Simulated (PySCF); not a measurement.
C₂H₂F₂.
SMILES with atom numbers: `[F:1]/[CH:2]=[CH:3]\[F:4]` (hydrogens: H5 on C2; H6 on C3)

Structure used (GFN2-xTB), in Å, numbered top down from 1:
```xyz
6
C2H2F2 angstrom
F     -1.384    1.051    0.165
C     -0.647   -0.061    0.136
C      0.649   -0.075   -0.120
F      1.365    1.022   -0.378
H     -1.215   -0.955    0.342
H      1.235   -0.980   -0.141
```

Theory: PBE0/pcSseg-1 in PySCF (dipole) on a GFN2-xTB geometry, gas phase.

Masses are those of the commonest isotopes; rigid-rotor values at the optimised geometry. 

(1) What are A, B and C (MHz)?

(2) What kind of rotor is it?

(3) What does the inertial defect say?

(4) List the rotational levels J(Ka,Kc) to J = 2 (cm⁻¹).

(5) Predict some low-J microwave lines.

## Answers

(1) Ia = 23.03, Ib = 88.25, Ic = 111.28 u·Å²; 505379 MHz·u·Å²/I gives A = 21943, B = 5727, C = 4542 MHz.

(2) An asymmetric top: κ = (2 × 5727 − 21943 − 4542)/(21943 − 4542) = -0.86.

(3) Planar: Δ = Ic − Ia − Ib = 0.00 u·Å². For a rigid frame Δ = −2 Σ m c², so it vanishes when all atoms lie in the ab plane; here none is more than 0.01 Å from it.

(4) Above 0(0,0):
J = 1: 1(0,1) 0.3425, 1(1,1) 0.8834, 1(1,0) 0.9230
J = 2: 2(0,2) 1.0255, 2(1,2) 1.5289, 2(1,1) 1.6475, 2(2,1) 3.2703, 2(2,0) 3.2724

(5) The dipole components are |μa| = 0.00 D, |μb| = 2.39 D, |μc| = 0.00 D; the symmetry axis of this C2v structure is b, so μa and μc vanish by symmetry and there are no a-type or c-type lines. Some lines, for components of 0.1 D or more:

```tsv
type	branch	J(Ka,Kc)	MHz	lower level (cm⁻¹)
b	R	3(0,3) ← 2(1,2)	15463	1.529
b	Q	4(1,3) ← 4(0,4)	23491	3.394
b	R	4(0,4) ← 3(1,3)	26932	2.496
b	Q	4(2,2) ← 4(1,3)	45551	4.178
b	Q	2(2,1) ← 2(1,2)	52204	1.529
b	Q	3(2,2) ← 3(1,3)	54020	2.496
b	Q	5(2,4) ← 5(1,5)	59539	5.388
b	R	3(2,2) ← 2(1,1)	79454	1.648
b	Q	5(3,2) ← 5(2,3)	82510	7.445
b	R	3(2,1) ← 2(1,2)	83322	1.529
b	Q	4(3,1) ← 4(2,2)	83336	5.697
b	Q	4(3,2) ← 4(2,3)	84249	5.666
b	R	4(2,3) ← 3(1,2)	87936	2.733
b	R	5(2,4) ← 4(1,3)	95826	4.178
b	Q	5(4,2) ← 5(3,3)	117497	10.196
b	Q	4(4,0) ← 4(3,1)	117538	8.477
b	Q	4(4,1) ← 4(3,2)	117552	8.477
b	R	4(3,2) ← 3(2,1)	124963	4.308
b	Q	5(5,1) ← 5(4,2)	151149	14.115
b	R	4(4,1) ← 3(3,0)	158743	7.103
b	R	4(4,0) ← 3(3,1)	158745	7.102
b	R	5(5,0) ← 4(4,1)	202631	12.398
```

Not checked by GFN2-xTB frequencies. Constants of a rigid frame at the computed geometry: no zero-point averaging, no centrifugal distortion.
